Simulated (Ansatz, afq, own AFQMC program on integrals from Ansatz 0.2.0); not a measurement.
**Atomization energy of NH$_{2}$O, doublet**

```yaml
atoms:
  - { symbol: N, position_ang: [0.0000, -0.1761, 0.6983] }
  - { symbol: O, position_ang: [0.0000, 0.1508, -0.6152] }
  - { symbol: H, position_ang: [0.0000, 0.7521, 1.1353] }
  - { symbol: H, position_ang: [0.0000, -0.6981, -1.0731] }
```

Connectivity, by distances: NH–OH.

Atoms in their ground-state spins without spin–orbit coupling (mostly on UHF) minus the molecule (UHF), without zero-point energy. The geometry is a stationary point, not shown to be a minimum.

Basis cc-pVDZ. Noble-gas cores (and the filled d shells of Ga–Kr and In–Xe) are frozen. Integrals, coupled cluster, full CI and functionals: Ansatz 0.2.0; the random walks run on the same integrals in our own AFQMC program. The CISD trial takes its coefficients from CCSD amplitudes. Released means that phaseless walkers are propagated on without the constraint, phases kept. Free projection: walkers drawn from exp(T), propagated without any constraint. Its projection time is finite, and what remains of the start isn't in its error. ± is one standard error of the sampling. The errors of all members are added in quadrature.

No full CI on the walks' own integrals is used here. The released AFQMC energy serves as the reference, which it does only where one determinant dominates, the energy is flat over the last release times and near the phaseless one (40 meV or 2 meV an electron, half that with transition metals). On small molecules, where full CI could be run and the noise was under 10 meV, such values lay within 10 meV of it in 19 cases of 20, a flattering rate, since the rule was set on those same cases; what remains of the bias isn't in the error bar. Each member takes its own surest rung, up to full CI.

Errors are counted within cc-pVDZ, not against nature.

Cautions: NH₂O (doublet): the released value is read at 1.62 1/Eh with a noise of 20 meV, more than in the cases checked, later times being too noisy (meV from the phaseless value at times in 1/Eh: -22 ± 15 at 0.24, -47 ± 16 at 0.51, -42 ± 16 at 0.99, -30 ± 20 at 1.62, -42 ± 37 at 2.40); other spins of the molecule weren't checked.

| level | atomization energy (eV) |
| --- | --- |
| MP2 | 10.168 |
| HF | 5.866 |

Question: From these cheaper values, estimate the atomization energy at the reference level in cc-pVDZ.

Answer: 10.122 ± 0.020 eV (AFQMC with the constraint released in cc-pVDZ).

| level | atomization energy (eV) | error against released AFQMC (eV) |
| --- | --- | --- |
| CCSD | 9.916 | -0.206 ± 0.020 |
| CCSD(T) | 10.105 | -0.016 ± 0.020 |
| ph-AFQMC/HF | 10.268 ± 0.075 | 0.146 ± 0.077 |
| ph-AFQMC/CISD | 10.093 ± 0.012 | -0.029 ± 0.023 |
| free AFQMC | 10.102 ± 0.025 | -0.020 ± 0.032 |

Correlation beyond CCSD(T) changes it by less than twice the noise. The perturbative (T) step is worth +0.189 eV.

Free projections are given only where their last times agree within the noise and don't stop above the reference; a slow remainder of the start can still hide under it. A walk keeps the symmetry of its determinant, which the program's search chose and which needn't be the lowest solution, so a lower state of the same spin and another symmetry isn't excluded. Released energies are given only where the last usable release times agree within the noise; a slower fall can still hide under it.
